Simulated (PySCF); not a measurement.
H3SN (singlet). Method: PySCF, PBE0, basis S def2-TZVP, N def2-TZVP, H def2-TZVP (no relativity, density fitting).

Harmonic bands of its minimum:

```csv
ω (cm⁻¹),"IR (km/mol, summed over degenerate members)",degeneracy
825,3.3,2
1217,54.3,2
1251,0.7,1
1432,75.2,1
2205,430,2
2329,216,1
```

The central atom is S. Infer the point group and assign the bands.

C3v. The modes span 3e + 3a1: 825 e, 1217 e, 1251 a1, 1432 a1, 2205 e, 2329 a1. The computed geometry has S–H 1.395 Å (×3), S–N 1.452 Å; H–S–H 92.5° (×3), H–S–N 123.5° (×3).

This need not be the most stable arrangement of these atoms.
